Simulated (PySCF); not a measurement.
An unknown is described by computed data only.

Formula: C4H4F2.

- Polarisability: 55.3 au [CAM-B3LYP/def2-SVPD]
- 13C NMR: chemical shifts (computed TMS as zero) by class: 167.7 (1 C), 162.8 (1 C), 112.2 (1 C), 98.4 (1 C) ppm [GIAO PBE0/pcSseg-1]
- Couplings: largest of the computed one-bond spin–spin couplings (means over like bonds): 19F–13C -350.8, 19F–13C -319.8, 13C–1H +209.5, 13C–1H +173.8, 13C–1H +173.7, 13C–1H +166.8, 13C–13C +94.6, 13C–13C +93.7 Hz [B3LYP/pcJ-1, spin–dipole term left out for some pairs]
- Rotational structure: rotational constants A, B, C: 9.789, 1.918, 1.603 GHz [PBE0-D3(BJ)/def2-SVP]
- Dipole: 1.10 D [CAM-B3LYP/def2-SVPD]
- UV, first state: lowest singlet excitation: 5.90 eV (210 nm, f = 0.684) [TDDFT CAM-B3LYP/def2-SVPD]

Electronic properties: PySCF, gas phase, density fitting. Levels stand in brackets. One conformer (not necessarily the lowest) at the PBE0-D3(BJ)/def2-SVP geometry, without solvent, vibrations or thermal averaging. NMR values are class means; diastereotopic atoms form classes of their own.

Q: Propose a structure and show how it fits.

A: Numbering: `[CH2:1]=[C:2]([F:3])/[CH:4]=[CH:5]/[F:6]`. Its formula, C4H4F2, gives 2 degrees of unsaturation: 0 rings and 2 π bonds in the structure found. 4 carbons fall into 4 classes; from least to most shielded: vinylic C–F carbon [C2] (167.7 ppm), vinylic C–F carbon [C5] (162.8 ppm), alkene CH carbon [C4] (112.2 ppm), terminal =CH2 carbon [C1] (98.4 ppm). The couplings run between: -350.8 Hz, vinyl fluorine [F6] and vinylic C–F carbon [C5]; -319.8 Hz, vinyl fluorine [F3] and vinylic C–F carbon [C2]; +209.5 Hz, vinylic C–F carbon [C5] and its hydrogen; +173.8 Hz, terminal =CH2 carbon [C1] and its hydrogen; +173.7 Hz, terminal =CH2 carbon [C1] and its hydrogen; +166.8 Hz, alkene CH carbon [C4] and its hydrogen; +94.6 Hz, terminal =CH2 carbon [C1] and vinylic C–F carbon [C2]; +93.7 Hz, alkene CH carbon [C4] and vinylic C–F carbon [C5]. The optimised geometry has point group Cs and is an asymmetric top. Structure: `C=C(F)/C=C/F`. Computed isomers that give other values at the same levels: `F[C@@H]1C=C[C@H]1F` (rotational constant A: 5.677 GHz; this holds for the one conformer computed); `FCC#CCF` (rotational constant A: 15.973 GHz; this holds for the one conformer computed); `FC(F)C1=CC1` (rotational constant A: 7.109 GHz; this holds for the one conformer computed). The assignments are read from this structure; whether some other isomer fits the data as well wasn't checked.

Shape of the structure used: `[CH2:1]=[C:2]([F:3])/[CH:4]=[CH:5]/[F:6]`: C1–C2–C4–C5 180°.
